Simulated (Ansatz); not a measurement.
Two isomers of C2H6Si: A = `C[Si]C`, B = `CC[SiH]`.

Gas-phase electronic energies from Ansatz, PBE0-D4/def2-TZVP geometries. CBS: MP2 limit from def2 TZ/QZ plus the TZ coupled-cluster correction, frozen cores. Functionals use def2-TZVPP. B3LYP here is the variant with VWN-RPA as its local correlation; programs differ in this.

(1) Which is lower in electronic energy at CCSD(T)/CBS, and by how much? (Best estimate.)

(2) Give E(B) − E(A) in kcal/mol with r2SCAN-D4, B3LYP-D4, MP2/def2-TZVPP, HF/def2-TZVPP, PBE0-D4, B3LYP, PBE-D4. (Best estimate.)

(3) Does the order hold for the free energy at 298.15 K (harmonic terms from PBE0-D4)? (Estimate.)

Largest T1 diagnostic: 0.012.

## Answers

(1) The calculation gave: A, by 13.7 kcal/mol.

(2) Computed: r2SCAN-D4 14.8, B3LYP-D4 13.5, MP2/def2-TZVPP 13.9, HF/def2-TZVPP 12.0, PBE0-D4 13.7, B3LYP 13.6, PBE-D4 13.9. None reverses the order clearly.

(3) Ansatz gave: Yes: G(B) − G(A) = +13.6 kcal/mol.

In def2-TZVPP, CCSD(T) changes the Hartree–Fock value by +1.2 kcal/mol (the triples alone add +0.3 kcal/mol) and MP2 by +2.0 kcal/mol. Leaving LDA and LC-ωPBE aside and taking each functional with its dispersion term where it has one, the values, not all of them listed here, spread over 1.6 kcal/mol, from BHLYP-D4 to r2SCAN-D4.
